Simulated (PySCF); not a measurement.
Geometry (Å), atoms numbered from 1 in this order:
```xyz
19

C    -1.576   -1.224   -0.373
C    -0.789   -0.026    0.147
C    -1.616    1.248   -0.001
P     0.821    0.149   -0.811
C     1.666    1.376    0.293
C     1.689   -1.359   -0.170
H    -2.530   -1.306    0.148
H    -1.775   -1.109   -1.437
H    -1.028   -2.151   -0.224
H    -0.549   -0.181    1.208
H    -2.577    1.137    0.500
H    -1.800    1.454   -1.054
H    -1.103    2.103    0.433
H     1.271    2.372    0.108
H     1.540    1.120    1.345
H     2.727    1.382    0.047
H     1.317   -2.245   -0.679
H     2.750   -1.261   -0.393
H     1.553   -1.471    0.905
```

Computed data (PySCF): PBE0/pcSseg-1 with gauge-including orbitals, geometry from GFN2-xTB. In vacuum, one averaged value for each set of equivalent atoms, one computed conformer, no relativistic terms.

δ = σ(ref) − σ, references computed at the same level: ¹³C (σref 186.93) and ¹H (σref 31.72) against TMS; ³¹P (σref 318.38) vs H3PO4.

```csv
atoms,nucleus,count,Hirshfeld charge,δ (ppm)
C1/C3,¹³C,2,-0.12,21.8
C5/C6,¹³C,2,-0.17,17.2
H10,¹H,1,0.03,0.93
C2,¹³C,1,-0.06,41.2
H7/H8/H9/H11/H12/H13,¹H,6,0.04,1.09
P4,³¹P,1,0.15,?
H14/H15/H16/H17/H18/H19,¹H,6,0.04,?
```

Fill in the missing shifts.

Results:


- H14/H15/H16/H17/H18/H19: 1.00 ppm, hydrogen on a methyl carbon bonded to P
- P4: -55.7 ppm, phosphorus bonded to 3 C

Shifts are as computed. Against solution values, carbons near 30 ppm lie about +3 ppm off and those near 130 ppm about +5 ppm. Of 1211 compounds with measured shifts, 218 miss one by over three times the rms of a fit or turn the order of signals round; such compounds aren't used in these exercises. Experimental scales use liquid or dissolved standards, which lie at an offset from isolated H3PO4.
